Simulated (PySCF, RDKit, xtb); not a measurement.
**Solving CHSSi+, step by step, part 1 of 2**

Task: start from the formula CHSSi+ (charge +1), draw up candidate structures, narrow them down in stages, and characterise the one that lies lowest at 298.15 K.

Plan: many cheap relaxations first (GFN2-xTB), then density-functional screening, relaxation at PBE0-D3(BJ)/def2-SVP, vibrations (at GFN2-xTB) and a final energy. The numbers are computed, not measured.

1 further run of the same task is left out (set aside as unsound or not needed).

## (1) Drawing up candidates

A program enumerates the bonding patterns with one Lewis structure each (two rings at most, one unusual centre or charged pair), with their diastereomers. O–O, O–halogen and N–halogen bonds and N–N–N chains are not drawn. That gives 7 candidates.

```tsv
label	SMILES	spin
c005	[CH+]=[Si]=S	singlet
c038	[C+]#S#[SiH]	singlet
c282	[SiH+]=C=S	singlet
c297	C#S#[Si+]	singlet
c443	[Si+]#CS	singlet
c641	[C+]#[Si]S	singlet
c738	C1=[Si]=[S+]1	singlet
```

Candidates are built by distance geometry, with a force field where one applies, in up to four conformers (letters a to d). 6 starts with atoms placed at random are added, to find patterns that the rules miss.

## (2) Search with GFN2-xTB

All 13 starts are relaxed the same way. One of them, c038a (enumerated, embedded by distance geometry and MMFF94), in full:

start.xyz

```xyz
4
c038a
C     -0.563643    -2.021701     3.908232
S     -1.815704    -1.002783     3.042751
Si    -1.045288    -1.028886     1.011342
H     -1.980741    -0.234595     0.174953
```

Launch:

```
$ xtb start.xyz --gfn 2 --opt --chrg 1
```

The program printed, cut to the lines that bear on the results:

```text
* xtb version 6.7.1
[...]
          :  # basis functions                  25          :
[...]
          :  # electrons                        14          :
[...]
          :  Hamiltonian                  GFN2-xTB          :
[...]
          :  net charge                          1          :
          :  unpaired electrons                  0          :
[...]
   *** convergence criteria satisfied after 22 iterations ***
[...]
   *** GEOMETRY OPTIMIZATION CONVERGED AFTER 32 ITERATIONS ***
[...]
   *** convergence criteria satisfied after 3 iterations ***
[...]
         ::                     SUMMARY                     ::
         :::::::::::::::::::::::::::::::::::::::::::::::::::::
         :: total energy              -7.035204362794 Eh    ::
         :: gradient norm              0.000322623619 Eh/a0 ::
         :: HOMO-LUMO gap              1.126751500646 eV    ::
         ::.................................................::
         :: SCC energy                -7.088851746200 Eh    ::
         :: -> isotropic ES            0.119985221363 Eh    ::
         :: -> anisotropic ES         -0.005625675582 Eh    ::
         :: -> anisotropic XC         -0.010378361934 Eh    ::
         :: -> dispersion             -0.002203335775 Eh    ::
         :: repulsion energy           0.053647383406 Eh    ::
         :: add. restraining           0.000000000000 Eh    ::
         :: total charge               1.000000000000 e     ::
         :::::::::::::::::::::::::::::::::::::::::::::::::::::
[...]
         7        2.0000           -0.5971893             -16.2503 (HOMO)
         8                         -0.5557819             -15.1236 (LUMO)
[...]
     #   Z          covCN         q      C6AA      α(0)
     1   6          1.856    -0.077    33.263     9.316
     2  16          1.799     0.321   128.619    19.089
     3  14          2.623     0.600   170.887    28.701
     4   1          0.920     0.157     1.348     1.816
[...]
     #   Z sym  total        # sym  WBO       # sym  WBO       # sym  WBO
 ---------------------------------------------------------------------------
     1   6      3.238 --     2      1.912     3      1.198     4      0.128
     2  16      2.852 --     1      1.912     3      0.932
     3  14      2.969 --     1      1.198     2      0.932     4      0.840
     4   1      0.975 --     3      0.840     1      0.128
 ---------------------------------------------------------------------------
[...]
molecular dipole:
                 x           y           z       tot (Debye)
 q only:       -2.736      -1.762       3.220
   full:       -3.021      -1.491       2.851      11.217
molecular quadrupole (traceless):
[...]
          | TOTAL ENERGY               -7.035204362794 Eh   |
          | GRADIENT NORM               0.000322623619 Eh/α |
          | HOMO-LUMO GAP               1.126751500646 eV   |
           -------------------------------------------------
[...]
```

Run time: 0.091 s. Hardware: 2 threads of Arm Neoverse V2, shared host.

## (3) The minima found

13 of the 13 relaxations converged; the search merged 7 into others by its test of bonds and energy. 6 distinct structures remain:

```tsv
label	start	SMILES after	spin	energy (kcal/mol)	note
c967	random and drawn	[CH]1[Si][S]1 ‡	singlet	0.0	
c282a	drawn	[SiH+]=C=S	singlet	8.9	
c443a	drawn and random	[Si+]#CS	singlet	24.6	
c038a	drawn and random	[C]1[SiH][S]1 ‡	singlet	29.3	bonds changed
c005a	drawn	[CH+]=[Si]=S	singlet	40.4	
c641a	drawn	[C+]#[Si]S	singlet	77.5
```

‡ marks the bonded skeleton alone, with all bonds drawn single: no Lewis structure was assigned that passes a check against the bond lengths.

## (4) Screening with a density functional

A choice of the minima (the low ones first, few conformers of a pattern, up to a cap) and the lowest that fell apart get a single point at r2SCAN-D4/def2-SVP on the tight-binding geometry, and one at HF/STO-3G for comparison. Some singlets are also tried as triplets at the same geometry (label ending in t). The first, c967:

input.py

```python
# C1=[Si]=[S+]1
from pyscf import gto, dft

mol = gto.Mole()
mol.atom = [
    ('C', (-0.935353, 0.203477, 0.490701)),
    ('S', (0.223977, 0.098454, 1.637420)),
    ('Si', (-0.191531, -1.425358, -0.141003)),
    ('H', (-1.675213, 0.987487, 0.386052)),
]
mol.basis = 'def2-svp'
mol.charge = 1
mol.verbose = 3
mol.max_memory = 3720
mol.build()

mf = dft.RKS(mol)
mf.xc = 'r2scan'
mf = mf.density_fit(auxbasis='def2-universal-jkfit')
mf.disp = 'd4'
mf.max_cycle = 100
mf.conv_tol = 1e-09
mf.grids.level = 3
mf.kernel()
if not mf.converged:
    mf = mf.newton().run(mf.mo_coeff, mf.mo_occ)

e_final = mf.e_tot
print('E = %.10f Eh' % e_final)
```

Launch:

```
$ OMP_NUM_THREADS=2 python input.py
```

The program printed:

```text
converged SCF energy = -725.710571997796
E = -725.7105719978 Eh
```

It took 2.8 s on 2 threads of Arm Neoverse V2, shared host; peak memory 0.27 GiB.

Relative energies in kcal/mol, each column from its lowest structure that stays in one piece:

```tsv
label	SMILES	spin	GFN2-xTB	HF/STO-3G	r2SCAN-D4/def2-SVP
c967	[CH]1[Si][S]1 ‡	singlet	0.0	0.0	0.0
c282a	[SiH+]=C=S	singlet	8.9	23.7	27.7
c282at	[SiH+]=C=S	triplet	–	–	37.8
c443a	[Si+]#CS	singlet	24.6	48.9	41.3
c443at	[Si+]#CS	triplet	–	–	42.6
c967t	[CH]1[Si][S]1 ‡	triplet	–	–	45.2
c038a	[C]1[SiH][S]1 ‡	singlet	29.3	100.4	73.5
```

‡ marks the bonded skeleton alone, with all bonds drawn single: no Lewis structure was assigned that passes a check against the bond lengths.

## (5) Relaxing the best candidates

3 candidates are relaxed at PBE0-D3(BJ)/def2-SVP (chosen among the lowest in one piece, with other spins of them). The first, c967:

geometry.xyz

```xyz
4

C     -0.935353     0.203477     0.490701
S      0.223977     0.098454     1.637420
Si    -0.191531    -1.425358    -0.141003
H     -1.675213     0.987487     0.386052
```

run.py

```python
# C1=[Si]=[S+]1
from pyscf import gto, dft
from pyscf.geomopt.geometric_solver import kernel as optimise

mol = gto.M(
    atom='geometry.xyz',
    charge=1,
    max_memory=3720,
    verbose=3,
    basis='def2-svp',
)

ks = dft.RKS(mol)
ks.xc = 'pbe0'
ks = ks.density_fit(auxbasis='def2-universal-jkfit')
ks.disp = 'd3bj'
ks.max_cycle = 100
ks.conv_tol = 1e-09
ks.grids.level = 3
converged, mol_eq = optimise(ks, maxsteps=120, convergence_set='GAU')
print('converged:', converged)
print(mol_eq.tostring())

ks.reset(mol_eq)
mol = mol_eq
ks.kernel()
if not ks.converged:
    ks = ks.newton().run(ks.mo_coeff, ks.mo_occ)
e_final = ks.e_tot
print('Final energy', e_final)
```

Launch:

```
$ OMP_NUM_THREADS=2 python run.py
```

The program printed:

```text
#|     Arguments passed to driver run_optimizer():      |#
convergence_set           GAU
maxiter                   120
----------------------------------------------------------
Custom engine selected.
Bonds will be generated from interatomic distances less than 1.20 times sum of covalent radii
12 internal coordinates being used (instead of 12 Cartesians)
Internal coordinate system (atoms numbered from 1):
Distance 1-2
Distance 1-3
Distance 1-4
Distance 2-3
Angle 2-1-4
Angle 3-1-4
Angle 1-2-3
Angle 1-3-2
Out-of-Plane 1-2-3-4
Dihedral 4-1-2-3
Dihedral 4-1-3-2
Translation-X 1-4
Translation-Y 1-4
Translation-Z 1-4
Rotation-A 1-4
Rotation-B 1-4
Rotation-C 1-4
> ===== Optimization Info: ====
> Job type: Energy minimization
> Maximum number of optimization cycles: 120
> Initial / maximum trust radius (Angstrom): 0.100 / 0.300
> Convergence Criteria:
> Will converge when all 5 criteria are reached:
>  |Delta-E| < 1.00e-06
>  RMS-Grad  < 3.00e-04
>  Max-Grad  < 4.50e-04
>  RMS-Disp  < 1.20e-03
>  Max-Disp  < 1.80e-03
> === End Optimization Info ===

Geometry optimization cycle 1
Cartesian coordinates (Angstrom)
 Atom        New coordinates             dX        dY        dZ
   C  -0.935353   0.203477   0.490701    0.000000  0.000000  0.000000
   S   0.223977   0.098454   1.637420    0.000000  0.000000 -0.000000
  Si  -0.191531  -1.425358  -0.141003    0.000000  0.000000  0.000000
   H  -1.675213   0.987487   0.386052    0.000000  0.000000  0.000000

WARN: Mole.unit (angstrom) is changed to Bohr

converged SCF energy = -725.485734654357
--------------- DFRKS_Scanner gradients ---------------
         x                y                z
0 C    -0.0077481198     0.0094492539     0.0000161601
1 S     0.0021715941     0.0127570058     0.0134978470
2 Si    -0.0028377713    -0.0136555628    -0.0149979718
3 H     0.0084144570    -0.0085541156     0.0014796214
----------------------------------------------
cycle 1: E = -725.485734654  dE = -725.486  norm(grad) = 0.0326282
Step    0 : Gradient = 1.631e-02/2.048e-02 (rms/max) Energy = -725.4857346544
Hessian Eigenvalues: 2.38529e-02 5.00000e-02 5.00000e-02 ... 2.00118e-01 3.56273e-01 4.30352e-01

Geometry optimization cycle 2
Cartesian coordinates (Angstrom)
 Atom        New coordinates             dX        dY        dZ
   C  -0.940766   0.206492   0.487541   -0.005413  0.003015 -0.003160
   S   0.231266   0.065812   1.616456    0.007289 -0.032642 -0.020964
  Si  -0.175677  -1.411562  -0.112033    0.015854  0.013796  0.028970
   H  -1.692950   1.003463   0.381390   -0.017737  0.015976 -0.004662
converged SCF energy = -725.487862644352
--------------- DFRKS_Scanner gradients ---------------
         x                y                z
0 C     0.0016949170    -0.0002029544     0.0016512757
1 S     0.0012219803     0.0060287947     0.0065983419
2 Si    -0.0019905315    -0.0060482063    -0.0074271517
3 H    -0.0009227274     0.0002045054    -0.0008252195
----------------------------------------------
cycle 2: E = -725.487862644  dE = -0.00212799  norm(grad) = 0.0135756
Step    1 : Displace = 2.949e-02/3.977e-02 (rms/max) Trust = 1.000e-01 (=) Grad = 6.788e-03/9.783e-03 (rms/max) E (change) = -725.4878626444 (-2.128e-03) Quality = 1.432
Hessian Eigenvalues: 2.38528e-02 4.99979e-02 5.00000e-02 ... 2.00683e-01 4.03851e-01 4.30306e-01

Geometry optimization cycle 3
Cartesian coordinates (Angstrom)
 Atom        New coordinates             dX        dY        dZ
   C  -0.950902   0.211436   0.480891   -0.010136  0.004945 -0.006650
   S   0.231947   0.039123   1.593245    0.000681 -0.026689 -0.023211
  Si  -0.160172  -1.398325  -0.084116    0.015505  0.013237  0.027917
   H  -1.699263   1.013275   0.383556   -0.006313  0.009812  0.002165
converged SCF energy = -725.488346188539
--------------- DFRKS_Scanner gradients ---------------
         x                y                z
0 C     0.0018730485    -0.0003554119     0.0016969750
1 S    -0.0006989189    -0.0021861111    -0.0026420327
2 Si     0.0000844150     0.0022278178     0.0020401021
3 H    -0.0012510813     0.0002880737    -0.0010916712
----------------------------------------------
cycle 3: E = -725.488346189  dE = -0.000483544  norm(grad) = 0.00554387
Step    2 : Displace = 2.626e-02/3.591e-02 (rms/max) Trust = 1.414e-01 (+) Grad = 2.772e-03/3.500e-03 (rms/max) E (change) = -725.4883461885 (-4.835e-04) Quality = 0.782
Hessian Eigenvalues: 2.38528e-02 4.99948e-02 5.00000e-02 ... 2.00713e-01 4.03172e-01 4.30384e-01

Geometry optimization cycle 4
Cartesian coordinates (Angstrom)
 Atom        New coordinates             dX        dY        dZ
   C  -0.950317   0.209818   0.479996    0.000584 -0.001618 -0.000896
   S   0.230102   0.046273   1.597261   -0.001845  0.007151  0.004016
  Si  -0.162056  -1.402298  -0.089738   -0.001884 -0.003973 -0.005622
   H  -1.696340   1.012437   0.385925    0.002923 -0.000837  0.002369
converged SCF energy = -725.488396106501
--------------- DFRKS_Scanner gradients ---------------
         x                y                z
0 C     0.0008171983     0.0001899158     0.0010438128
1 S    -0.0001937938    -0.0000143974    -0.0002012224
2 Si    -0.0002183045    -0.0000579527    -0.0002840742
3 H    -0.0003974182    -0.0001411909    -0.0005550610
----------------------------------------------
cycle 4: E = -725.488396107  dE = -4.9918e-05  norm(grad) = 0.00157777
Step    3 : Displace = 5.917e-03/8.268e-03 (rms/max) Trust = 2.000e-01 (+) Grad = 7.889e-04/1.339e-03 (rms/max) E (change) = -725.4883961065 (-4.992e-05) Quality = 1.020
Hessian Eigenvalues: 2.38528e-02 4.99800e-02 4.99998e-02 ... 2.00093e-01 3.97350e-01 4.28654e-01

Geometry optimization cycle 5
Cartesian coordinates (Angstrom)
 Atom        New coordinates             dX        dY        dZ
   C  -0.951449   0.209399   0.478283   -0.001132 -0.000419 -0.001712
   S   0.229062   0.047056   1.596380   -0.001040  0.000782 -0.000881
  Si  -0.160916  -1.402756  -0.089132    0.001140 -0.000458  0.000606
   H  -1.695672   1.013664   0.387752    0.000668  0.001226  0.001827
converged SCF energy = -725.488402204098
--------------- DFRKS_Scanner gradients ---------------
         x                y                z
0 C     0.0003506030     0.0002175298     0.0005672019
1 S    -0.0001294464     0.0000162894    -0.0001053551
2 Si    -0.0000926010    -0.0001033794    -0.0001889656
3 H    -0.0001203993    -0.0001535401    -0.0002684789
----------------------------------------------
cycle 5: E = -725.488402204  dE = -6.0976e-06  norm(grad) = 0.00082777
Step    4 : Displace = 1.843e-03/2.325e-03 (rms/max) Trust = 2.828e-01 (+) Grad = 4.139e-04/7.014e-04 (rms/max) E (change) = -725.4884022041 (-6.098e-06) Quality = 1.511
Hessian Eigenvalues: 2.38526e-02 4.88278e-02 4.99998e-02 ... 2.01162e-01 4.01682e-01 4.21878e-01

Geometry optimization cycle 6
Cartesian coordinates (Angstrom)
 Atom        New coordinates             dX        dY        dZ
   C  -0.952726   0.209071   0.476386   -0.001277 -0.000328 -0.001897
   S   0.228050   0.048077   1.595325   -0.001012  0.001021 -0.001055
  Si  -0.159684  -1.402827  -0.088284    0.001232 -0.000071  0.000848
   H  -1.695355   1.015167   0.389464    0.000317  0.001503  0.001713
converged SCF energy = -725.488404460506
--------------- DFRKS_Scanner gradients ---------------
         x                y                z
0 C    -0.0000088556     0.0000374362     0.0000239130
1 S    -0.0000217282    -0.0000089905    -0.0000122793
2 Si     0.0000118912    -0.0000273619    -0.0000103907
3 H     0.0000273355    -0.0000235778     0.0000042283
----------------------------------------------
cycle 6: E = -725.488404461  dE = -2.25641e-06  norm(grad) = 7.12356e-05
Step    5 : Displace = 1.898e-03/2.351e-03 (rms/max) Trust = 3.000e-01 (+) Grad = 3.562e-05/4.530e-05 (rms/max) E (change) = -725.4884044605 (-2.256e-06) Quality = 1.024
Hessian Eigenvalues: 2.38527e-02 4.66133e-02 4.99999e-02 ... 2.01245e-01 4.02345e-01 4.19450e-01

Geometry optimization cycle 7
Cartesian coordinates (Angstrom)
 Atom        New coordinates             dX        dY        dZ
   C  -0.952855   0.209244   0.476290   -0.000128  0.000173 -0.000096
   S   0.228006   0.048492   1.595228   -0.000044  0.000415 -0.000096
  Si  -0.159667  -1.402566  -0.088231    0.000017  0.000261  0.000054
   H  -1.695578   1.015304   0.389365   -0.000223  0.000137 -0.000099
converged SCF energy = -725.488404475082
--------------- DFRKS_Scanner gradients ---------------
         x                y                z
0 C    -0.0000067461     0.0000036458    -0.0000031393
1 S    -0.0000030158    -0.0000093008     0.0000073724
2 Si     0.0000047116    -0.0000108069    -0.0000036237
3 H     0.0000137234    -0.0000059826     0.0000049458
----------------------------------------------
cycle 7: E = -725.488404475  dE = -1.45761e-08  norm(grad) = 2.4886e-05
Step    6 : Displace = 2.933e-05/4.310e-05 (rms/max) Trust = 3.000e-01 (=) Grad = 1.244e-05/1.577e-05 (rms/max) E (change) = -725.4884044751 (-1.458e-08) Quality = 1.142
Hessian Eigenvalues: 2.38527e-02 4.66133e-02 4.99999e-02 ... 2.01245e-01 4.02345e-01 4.19450e-01
Converged! =D

converged: True
C          -0.95285459        0.20924390        0.47629001
S           0.22800636        0.04849201        1.59522844
Si         -0.15966669       -1.40256590       -0.08823075
H          -1.69557817        1.01530358        0.38936529
converged SCF energy = -725.488404475734
Final energy -725.4884044757342
```

It took 11 s on 2 threads of Arm Neoverse V2, shared host; peak memory 0.54 GiB.

Energy change by step (eV): 0.0000, -0.0579, -0.0711, -0.0724, -0.0726, -0.0726, -0.0726.

After the run. Bond lengths: C1–S2 1.635 Å, C1–Si3 1.883 Å, S2–Si3 2.256 Å, C1–H4 1.100 Å. Angles: C1–S2–Si3 55.1°, S2–C1–Si3 79.4°, C1–Si3–S2 45.4°, S2–C1–H4 127.9°, Si3–C1–H4 152.7°.

## (6) Ranking at PBE0-D3(BJ)/def2-SVP

```tsv
label	spin	r2SCAN-D4/def2-SVP (kcal/mol)	PBE0-D3(BJ)/def2-SVP, relaxed (kcal/mol)	time
c967	singlet	0.0	0.0	11 s
c282a	singlet	27.7	30.0	13 s
c282at	triplet	37.8	39.7	25 s
```

c967: Bond lengths: C1–S2 1.635 Å, C1–Si3 1.883 Å, S2–Si3 2.256 Å, C1–H4 1.100 Å. Angles: C1–S2–Si3 55.1°, S2–C1–Si3 79.4°, C1–Si3–S2 45.4°, S2–C1–H4 127.9°, Si3–C1–H4 152.7°.

c282a: Bond lengths: C1–S2 1.507 Å, C1–Si3 1.925 Å, Si3–H4 1.523 Å. Angles: S2–C1–Si3 170.0°, C1–Si3–H4 87.1°.

c282at: Bond lengths: C1–S2 1.522 Å, C1–Si3 1.773 Å, Si3–H4 1.489 Å. Angles: S2–C1–Si3 174.1°, C1–Si3–H4 119.6°.

## (7) Are they minima? Harmonic frequencies

The lowest few go on as finalists. In this search the thermal terms come from GFN2-xTB at its own nearest minimum. The first, c967:

start.xyz

```xyz
4
c967
C     -0.952855     0.209244     0.476290
S      0.228006     0.048492     1.595228
Si    -0.159667    -1.402566    -0.088231
H     -1.695578     1.015304     0.389365
```

Launch:

```
$ xtb start.xyz --gfn 2 --ohess tight --chrg 1
```

The program printed, cut to the lines that bear on the results:

```text
* xtb version 6.7.1
[...]
          :  # basis functions                  25          :
[...]
          :  # electrons                        14          :
[...]
          :  Hamiltonian                  GFN2-xTB          :
[...]
          :  net charge                          1          :
          :  unpaired electrons                  0          :
[...]
   *** convergence criteria satisfied after 15 iterations ***
[...]
   *** GEOMETRY OPTIMIZATION CONVERGED AFTER 7 ITERATIONS ***
[...]
   *** convergence criteria satisfied after 3 iterations ***
[...]
         ::                     SUMMARY                     ::
         :::::::::::::::::::::::::::::::::::::::::::::::::::::
         :: total energy              -7.081887370397 Eh    ::
         :: gradient norm              0.000139846317 Eh/a0 ::
         :: HOMO-LUMO gap              1.307956179752 eV    ::
         ::.................................................::
         :: SCC energy                -7.138724829559 Eh    ::
         :: -> isotropic ES            0.103524426396 Eh    ::
         :: -> anisotropic ES         -0.006196201744 Eh    ::
         :: -> anisotropic XC          0.002184988315 Eh    ::
         :: -> dispersion             -0.002187959639 Eh    ::
         :: repulsion energy           0.056837459161 Eh    ::
         :: add. restraining           0.000000000000 Eh    ::
         :: total charge               1.000000000000 e     ::
         :::::::::::::::::::::::::::::::::::::::::::::::::::::
[...]
         7        2.0000           -0.5984104             -16.2836 (HOMO)
         8                         -0.5503438             -14.9756 (LUMO)
[...]
     #   Z          covCN         q      C6AA      α(0)
Molecule has the following symmetry elements: (sigma)
It seems to be the Cs point group
     1   6          2.776    -0.083    30.069     8.981
     2  16          1.792     0.300   129.409    19.147
     3  14          1.691     0.620   174.951    28.119
     4   1          0.925     0.164     1.300     1.783
[...]
          | TOTAL ENERGY               -7.081887370398 Eh   |
          | TOTAL ENTHALPY             -7.062153458202 Eh   |
          | TOTAL FREE ENERGY          -7.092998598532 Eh   |
          | GRADIENT NORM               0.000139893076 Eh/α |
[...]
```

Wall time 0.058 s (2 threads of Arm Neoverse V2, shared host).

## (8) Thermal terms of the finalists

As xtb prints them, at 298.15 K, with its own treatment of low modes:

```tsv
label	SMILES	spin	lowest mode (cm⁻¹)	zero-point (kcal/mol)	G − E (kcal/mol)
c967	[CH]1[Si][S]1 ‡	singlet	272	9.5	-7.0
c282a	[SiH][C][S] ‡	singlet	200	7.3	-9.3
c282at	[SiH+]=C=S	triplet	179	7.9	-8.2
```

‡ marks the bonded skeleton alone, with all bonds drawn single: no Lewis structure was assigned that passes a check against the bond lengths.

## (9) The final energy

Single points at CCSD(T)/def2-TZVP on the refined geometries decide the order.

c967, CCSD(T)/def2-TZVP:

input.xyz

```xyz
4
CHSSi
C     -0.952855     0.209244     0.476290
S      0.228006     0.048492     1.595228
Si    -0.159667    -1.402566    -0.088231
H     -1.695578     1.015304     0.389365
```

calc.py

```python
from pyscf import gto, cc

mol = gto.M(
    atom='input.xyz',
    verbose=3,
    max_memory=3720,
    charge=1,
    basis='def2-tzvp',
)

hf = mol.RHF()
hf.max_cycle = 100
hf.conv_tol = 1e-09
hf.kernel()
if not hf.converged:
    hf = hf.newton().run(hf.mo_coeff, hf.mo_occ)

mycc = cc.CCSD(hf, frozen=11)
mycc.kernel()
e_t = mycc.ccsd_t()
e_tot = mycc.e_tot + e_t
print('E = %.10f Eh' % e_tot)
```

Launch:

```
$ OMP_NUM_THREADS=2 python calc.py
```

The program printed:

```text
converged SCF energy = -724.626800534406
E(CCSD) = -725.0466590051669  E_corr = -0.4198584707605497
CCSD(T) correction = -0.0252112217007567
E = -725.0718702269 Eh
```

Run time: 18 s. Hardware: 2 threads of Arm Neoverse V2, shared host; peak memory 0.75 GiB.

(Continued in part 2 of 2.)
